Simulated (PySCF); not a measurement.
Gas-phase reaction: 4 H₃SiSiCl₃ ⇌ 2 SiCl₃ + 3 SiH₄ + 3 SiCl₂

Method: PySCF energies plus ideal-gas RRHO corrections (1 bar). † marks an energy on the PBE0/def2-TZVP geometry and frequencies; other levels use their own. 6-31G* has spherical d functions here. Open shells (unrestricted): SiCl₃ (multiplicity 2); the rest are closed-shell singlets. B3LYP is the form with VWN-RPA correlation. H₃SiSiCl₃: computed as isolated molecules; such fragments, hydroxides, amides, oligomers or adducts are transient or little studied in the gas. The harmonic model lacks anharmonicity and excited electronic states, which grow with temperature; levels with a mode under 35 cm⁻¹ are left out. Internal rotation in H₃SiSiCl₃ is treated as a harmonic vibration of one conformer, which makes the entropy rough.

| level | ΔE electronic, kJ | ΔH°(298 K), kJ | ΔS°(298 K), J/K | ΔG°(1200 K), kJ |
|---|---|---|---|---|
| B3LYP/6-31G* | 660 | 634 | 605 | -47 |
| B3LYP/def2-TZVP† | 647 | 623 | 593 | -43 |
| M06-2X/def2-TZVP† | 726 | 702 | 593 | 35 |
| PBE/def2-SVP | 718 | 694 | 595 | 26 |
| PBE0/def2-QZVP† | 758 | 734 | 593 | 67 |
| PBE0/def2-SVP† | 773 | 749 | 593 | 82 |
| r2SCAN/def2-TZVP† | 777 | 754 | 593 | 87 |
| ωB97M-V/def2-TZVP† | 745 | 721 | 593 | 54 |
| ωB97X-V/def2-TZVP† | 822 | 798 | 593 | 131 |
ΔH° is lowest at B3LYP/def2-TZVP† and highest at ωB97X-V/def2-TZVP†. No reference value is set beside these.
